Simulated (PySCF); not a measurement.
Vertical excitation energies

Species: H2O.
SMILES: `O`

Method: TDDFT CAM-B3LYP/def2-SVPD, vertical, gas phase, core orbitals frozen in the response in PySCF. Geometry: PBE0-D3(BJ)/def2-SVP; no solvent, vibrations or thermal averaging.

```json
{"state": "S1", "E (eV)": "7.52", "λ (nm)": "165.0", "ν̃ (cm⁻¹)": "60620", "f": "0.052", "symmetry": "B1 or B2", "main configurations (H = HOMO, L = LUMO)": "H→L (99%)"}
{"state": "S2", "E (eV)": "9.36", "λ (nm)": "132.4", "ν̃ (cm⁻¹)": "75510", "f": "0.0000", "symmetry": "–", "main configurations (H = HOMO, L = LUMO)": "H→L+1 (95%)"}
{"state": "S3", "E (eV)": "9.69", "λ (nm)": "127.9", "ν̃ (cm⁻¹)": "78160", "f": "0.099", "symmetry": "A1", "main configurations (H = HOMO, L = LUMO)": "H-1→L (95%)"}
{"state": "S4", "E (eV)": "10.84", "λ (nm)": "114.3", "ν̃ (cm⁻¹)": "87460", "f": "0.0058", "symmetry": "B1 or B2", "main configurations (H = HOMO, L = LUMO)": "H→L+3 (98%)"}
{"state": "S5", "E (eV)": "11.29", "λ (nm)": "109.8", "ν̃ (cm⁻¹)": "91090", "f": "0.0012", "symmetry": "–", "main configurations (H = HOMO, L = LUMO)": "H→L+2 (90%)"}
{"state": "S6", "E (eV)": "11.58", "λ (nm)": "107.1", "ν̃ (cm⁻¹)": "93370", "f": "0.013", "symmetry": "B1 or B2", "main configurations (H = HOMO, L = LUMO)": "H-1→L+1 (97%)"}
{"state": "S7", "E (eV)": "11.86", "λ (nm)": "104.6", "ν̃ (cm⁻¹)": "95620", "f": "0.0000", "symmetry": "–", "main configurations (H = HOMO, L = LUMO)": "H→L+4 (95%)"}
{"state": "S8", "E (eV)": "12.71", "λ (nm)": "97.6", "ν̃ (cm⁻¹)": "102500", "f": "0.043", "symmetry": "B1 or B2", "main configurations (H = HOMO, L = LUMO)": "H→L+5 (76%), H-1→L+2 (22%)"}
{"state": "S9", "E (eV)": "12.87", "λ (nm)": "96.4", "ν̃ (cm⁻¹)": "103780", "f": "0.0039", "symmetry": "B1 or B2", "main configurations (H = HOMO, L = LUMO)": "H-1→L+2 (76%), H→L+5 (23%)"}
{"state": "S10", "E (eV)": "13.27", "λ (nm)": "93.5", "ν̃ (cm⁻¹)": "106990", "f": "0.039", "symmetry": "A1", "main configurations (H = HOMO, L = LUMO)": "H-1→L+3 (88%)"}
```

Triplets, Tamm–Dancoff:

| state | E (eV) | λ (nm) | main configurations (H = HOMO, L = LUMO) |
| --- | --- | --- | --- |
| T1 | 7.04 | 176.1 | H→L (96%) |
| T2 | 9.11 | 136.2 | H→L+1 (91%) |
| T3 | 9.12 | 135.9 | H-1→L (96%) |
| T4 | 10.38 | 119.4 | H→L+2 (96%) |

The lowest singlet comes at 165 nm (725 kJ/mol) in the vacuum ultraviolet; it is of moderate strength; its leading configuration is HOMO→LUMO (99%). The strongest level in the table is S3 at 9.69 eV (128 nm, f = 0.099). Löwdin shares by element: HOMO oxygen 87%, hydrogen 13%; LUMO oxygen 62%, hydrogen 38%. The oscillator strengths of these states sum to 0.257; summed over the whole spectrum of an exact calculation they would give the number of electrons, 10 (Thomas–Reiche–Kuhn). Orbital energies (eV): HOMO-3 -29.61, HOMO-2 -16.52, HOMO-1 -12.78, HOMO -10.74, LUMO 0.93, LUMO+1 2.67, LUMO+2 3.98. The listed states span 5.75 eV, and the widest gap between neighbours is 1.85 eV (S1 to S2). From S10 up the states lie above the vertical ionisation energy of 12.87 eV (ΔSCF), that is within the continuum, which a finite basis only mimics. Symmetry labels in C2v follow from the direction of the transition dipole and are given only for states with f of 0.002 or more; B1 and B2 swap with the choice of axes. Only the lowest 10 singlets were computed, as vertical energies without vibronic structure.
